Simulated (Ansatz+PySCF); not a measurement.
A calculation with PySCF 2.14.0.

```python
from pyscf import gto, scf, mp

# the (T+d) and (D+d) sets load through basis_set_exchange
mol = gto.M(atom="""
S 0.000000 -0.387510 0.000000
O 0.000000 0.193750 1.303170
O 0.000000 0.193750 -1.303170
""", basis={'O': 'cc-pvtz', 'S': 'cc-pv(t+d)z'}, charge=1, spin=1)
mf = scf.UHF(mol)
mf.kernel()
pt = mp.MP2(mf, frozen=7).run()
print(mf.e_tot, pt.e_corr, pt.e_tot)
```

The script is written out from the run's settings.

The run gave:

```
Converged                       : yes
Reference energy                : -546.86638 hartree
Correlation energy              : -0.64786 hartree
Total energy                    : -547.51424 hartree
Spin squared of the determinant : 0.797
```

The reference isn't the lowest determinant (another lies 0.15 eV lower), but the same method gives a higher total on the lower determinant. Caution: large share of triples, a single reference is doubtful; MP2 forces lie far from those of the mean fields.
